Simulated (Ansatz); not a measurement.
```yaml
crystal:
  periodic: [false, false, false]
  atoms:
    - {symbol: C, position_ang: [-1.248909, -0.924973, -0.400381]}
    - {symbol: C, position_ang: [-0.056733, -0.155492, -0.013638]}
    - {symbol: N, position_ang: [1.101208, -0.479415, 0.433197]}
    - {symbol: C, position_ang: [1.350906, 0.954906, 0.429681]}
    - {symbol: O, position_ang: [0.003596, 1.204915, -0.082131]}
    - {symbol: H, position_ang: [-2.105299, -0.625354, 0.208019]}
    - {symbol: H, position_ang: [-1.053959, -1.986661, -0.259060]}
    - {symbol: H, position_ang: [-1.498349, -0.734099, -1.446641]}
    - {symbol: H, position_ang: [1.483616, 1.403941, 1.415146]}
    - {symbol: H, position_ang: [2.107023, 1.291132, -0.281390]}
basis:
  gaussian: {orbitals: def2-mTZVPP}
hamiltonian: {xc: {name: LC-wPBE}}
```

```sh
$ ansatz run in.yaml --threads 2 --pin off --events-out ev --progress --plain --max-ram 4352MiB
```

Shortened log:

```
Functional definition: LC-wPBE
1147 factors; their error is unknown
398 factors; integrals over basis functions are off by at most 2.5e-5 eV
mean field evaluation 1: about -6721.6725 eV, gradient 4.9e1 eV
mean field evaluation 2: about -6722.8927 eV, gradient 4.5e1 eV
mean field evaluation 4: about -6726.2485 eV, gradient 2.1e0 eV
mean field evaluation 8: about -6726.2616 eV, gradient 8.0e-2 eV
mean field evaluation 16: about -6726.2303 eV, gradient 8.9e-5 eV
mean field -6726.23026141 eV, -247.1844029041 hartree, gradient 2.3e-5 eV, S^2 0.000000; 0 other end points of the search recorded, 0 dependent functions left out
reference -6726.23026141 eV, -247.1844029043 hartree; 19, 19 occupied and 111, 111 virtual orbitals, 1147 factors
Total energy: -6726.23026141 eV, -247.1844029043 hartree
```

It took 1.7 s on 2 threads of an Arm Neoverse V2 on a shared host, with 0.19 GiB of host memory at the peak.
